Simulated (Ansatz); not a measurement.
# NO2F (nitryl fluoride): levels of theory compared

We compute a comparison of 6 runs (HSE06/STO-3G, revPBE/STO-3G, wB97M-V/STO-3G, RPA@PBE/STO-3G, UMP2/STO-3G, CCSDTQ/STO-3G) of NO2F (nitryl fluoride). 

The calculation is run with Ansatz 0.2.0.

69 further runs of the same task are left out: 10 that didn't finish, 59 set aside as unsound or not needed.

**1. The system as given**

NO2F has 4 atoms, charge 0, and is taken as a singlet. As SMILES, `O=[N+]([O-])F`. The N2–O1 distance was set to 1.755 Å, away from the relaxed value.

Bond lengths: N2–O3 1.170 Å, N2–F4 1.442 Å. Angles: O3–N2–F4 112.2°. A long bond or contact: O1–N2 1.755 Å.

**2. A single-point energy at HSE06/STO-3G (run 1)**

Input file in.yaml:

```yaml
crystal:
  periodic: [false, false, false]
  atoms:
    - {symbol: O, position_ang: [0.242574, 0.740791, 1.635797]}
    - {symbol: "N", position_ang: [0.079720, -0.071800, 0.089140]}
    - {symbol: O, position_ang: [0.476580, -1.068680, -0.376880]}
    - {symbol: F, position_ang: [-0.744590, 0.670550, -0.832510]}
basis:
  gaussian:
    orbitals: STO-3G
hamiltonian:
  xc: hse06
accuracy: high
```

Command:

```bash
ansatz run in.yaml --threads 1 --pin off --max-ram 3480MiB --events-out events.jsonl --progress --plain --runs-dir runs
```

Log:

```text
Warning: RAYON_NUM_THREADS=1 ignored (pool sized by the plan → 1); use --threads N
Functional definition: HSE06
  name "HSE06"
  parameter a = 0.25
  parameter omega = 0.11/bohr
  exchange = pbe_x - a*pbe_x_sr(omega) + a*exact_x_sr(omega)
  correlation = pbe_c
365 factors; integrals over basis functions are off by at most 3.2e-8 eV
50 factors; integrals over basis functions are off by at most 2.7e-10 eV
mean field evaluation 1: about -8160.3473 eV, gradient 5.1e1 eV
mean field evaluation 2: about -7983.4461 eV, gradient 9.3e1 eV
mean field evaluation 4: about -8138.0871 eV, gradient 6.6e1 eV
mean field evaluation 8: about -8170.2897 eV, gradient 3.2e-1 eV
mean field evaluation 16: about -8170.2905 eV, gradient 2.8e-8 eV
mean field -8170.29048933 eV, -300.2526374609 hartree, gradient 2.8e-8 eV, S^2 0.000000; 0 other end points of the search recorded, 0 dependent functions left out
reference -8170.29049010 eV, -300.2526374894 hartree; 16, 16 occupied and 4, 4 virtual orbitals, 365 factors
Total energy: -8170.29049010 eV, -300.2526374894 hartree
```

It took 1.7 s on 1 thread of Arm Neoverse V1, shared host; peak memory 0.09 GiB.

**3. A single-point energy at revPBE/STO-3G (run 2)**

Input file molecule.yaml:

```yaml
crystal:
  periodic: [false, false, false]
  atoms:
    - {symbol: O, position_ang: [0.242574, 0.740791, 1.635797]}
    - {symbol: N, position_ang: [0.079720, -0.071800, 0.089140]}
    - {symbol: O, position_ang: [0.476580, -1.068680, -0.376880]}
    - {symbol: F, position_ang: [-0.744590, 0.670550, -0.832510]}
basis:
  gaussian: {orbitals: STO-3G}
hamiltonian: {xc: {name: revPBE}}
accuracy: high
```

Command:

```bash
ansatz run molecule.yaml --threads 1 --pin off --max-ram 3480MiB --events-out events.jsonl --progress --plain --runs-dir runs
```

Log:

```text
Warning: RAYON_NUM_THREADS=1 ignored (pool sized by the plan → 1); use --threads N
Functional definition: revPBE
  name "revPBE"
  parameter kappa = 1.245
  parameter beta = 0.06672455060314922
  exchange = pbe_x(kappa = kappa, mu = beta*pi^2/3)
  correlation = pbe_c(beta = beta)
365 factors; integrals over basis functions are off by at most 3.2e-8 eV
mean field evaluation 1: about -8167.8308 eV, gradient 4.8e1 eV
mean field evaluation 2: about -7982.8687 eV, gradient 8.5e1 eV
mean field evaluation 4: about -8131.7814 eV, gradient 6.8e1 eV
mean field evaluation 8: about -8177.2616 eV, gradient 2.7e-1 eV
mean field evaluation 16: about -8166.7513 eV, gradient 2.7e1 eV
mean field -8177.26198430 eV, -300.5088351759 hartree, gradient 8.4e-8 eV, S^2 0.000000; 1 other end points of the search recorded, 0 dependent functions left out
reference -8177.26198527 eV, -300.5088352114 hartree; 16, 16 occupied and 4, 4 virtual orbitals, 365 factors
Total energy: -8177.26198527 eV, -300.5088352114 hartree
```

Wall time 1.2 s (1 thread of Arm Neoverse V1, shared host); peak memory 0.09 GiB.

Run 3 isn't shown in full; the table further down has it.

**4. The energy at RPA@PBE/STO-3G (run 4)**

in.yaml, as its differences from that of step 2:

```diff
@@ -11,3 +11,6 @@
 hamiltonian:
-  xc: hse06
+  xc: {name: PBE}
+correlation:
+  method: rpa
+  frozen_orbitals: {F: 1, "N": 1, O: 1}
 accuracy: high
```

Command:

```bash
ansatz run in.yaml --threads 1 --pin off --max-ram 3480MiB --events-out events.jsonl --progress --plain --runs-dir runs
```

Log:

```text
Warning: RAYON_NUM_THREADS=1 ignored (pool sized by the plan → 1); use --threads N
Functional definition: PBE
  name "PBE"
  parameter kappa = 0.804
[... 3 set-up lines as earlier in the session ...]
365 factors; integrals over basis functions are off by at most 3.2e-8 eV
mean field evaluation 1: about -8161.3111 eV, gradient 4.8e1 eV
mean field evaluation 2: about -8161.2028 eV, gradient 4.8e1 eV
mean field evaluation 4: about -8107.2774 eV, gradient 8.8e1 eV
mean field evaluation 8: about -8170.7294 eV, gradient 3.0e-2 eV
mean field evaluation 16: about -8142.6342 eV, gradient 5.5e1 eV
mean field evaluation 32: about -8120.4455 eV, gradient 7.0e1 eV
mean field -8170.72168829 eV, -300.2684837306 hartree, gradient 4.9e-8 eV, S^2 0.000000; 1 other end points of the search recorded, 0 dependent functions left out; unrestricted orbitals would lower it
mean field evaluation 64: about -8138.6617 eV, gradient 1.4e1 eV
unrestricted determinant -8142.55817681 eV, -299.2334937734 hartree, S^2 1.1058
4 core orbitals not correlated: weight in the atoms' cores, before any rotation towards them, 1.000 or more for the frozen orbitals, at most 0.000 for the correlated occupied ones
reference -8138.10000285 eV, -299.0696589026 hartree; 12, 12 occupied and 4, 4 virtual orbitals, 365 factors
Total energy: -8151.57520080 eV, -299.5648632933 hartree
```

Wall time 2.2 s (1 thread of Arm Neoverse V1, shared host); peak memory 0.094 GiB.

Run 5 isn't shown in full; the table further down has it.

**5. The energy at CCSDTQ/STO-3G (run 6)**

Input file input.yaml:

```yaml
crystal:
  periodic: [false, false, false]
  atoms:
    - {symbol: O, position_ang: [0.242574, 0.740791, 1.635797]}
    - {symbol: N, position_ang: [0.079720, -0.071800, 0.089140]}
    - {symbol: O, position_ang: [0.476580, -1.068680, -0.376880]}
    - {symbol: F, position_ang: [-0.744590, 0.670550, -0.832510]}
basis:
  gaussian: {orbitals: STO-3G}
correlation: {method: ccsdtq, frozen_orbitals: {F: 1, "N": 1, O: 1}}
accuracy: high
scf: {omitted_lower_state_checks: [cluster_reference, increment]}
```

Command:

```bash
ansatz run input.yaml --threads 1 --pin off --max-ram 3480MiB --events-out events.jsonl --progress --plain --runs-dir runs
```

Log:

```text
Warning: RAYON_NUM_THREADS=1 ignored (pool sized by the plan → 1); use --threads N
[... 12 lines left out ...]
4 core orbitals not correlated: weight in the atoms' cores, before any rotation towards them, 1.000 or more for the frozen orbitals, at most 0.000 for the correlated occupied ones
[... 64 lines left out ...]
Total energy: -8148.59295821 eV, -299.4552678996 hartree
Checks for a lower state left out: cluster_reference, increment
```

Run time: 41 s. Hardware: 1 thread of Arm Neoverse V1, shared host; peak memory 0.27 GiB.

**6. Overview of the runs**

```csv
run,level,frozen core orbitals,energy (Eh),wall time
1,HSE06/STO-3G,–,-300.252637,1.7 s
2,revPBE/STO-3G,–,-300.508835,1.2 s
3,wB97M-V/STO-3G,–,-300.536799,22 s
4,RPA@PBE/STO-3G,4,-299.564863,2.2 s
5,UMP2/STO-3G,4,-299.368753,1.4 s
6,CCSDTQ/STO-3G,4,-299.455268,41 s
```

**7. Summary of results**

| quantity | value |
| --- | --- |
| run 6: total energy | -299.45527 Eh |
| run 6: correlation energy (4 core orbitals frozen) | -250.7 mEh |
| run 6: T1 diagnostic | 0.087 |

In words: Totals of different functionals can't be ranked against each other. In runs 4, 6 the log says that unrestricted orbitals would lower the reference, so the values rest on an unstable closed-shell determinant (other closed-shell runs at this shape may share the fault). In runs 1, 2, 3, 4, 5, 6 the basis is minimal, so the values are rough. Spin contamination of the reference: run 5 ⟨S²⟩ = 1.68. Where it is this large, the reference is a mixture of spin states, and values that rest on it are in doubt. All runs together took 70 s, the longest 41 s.
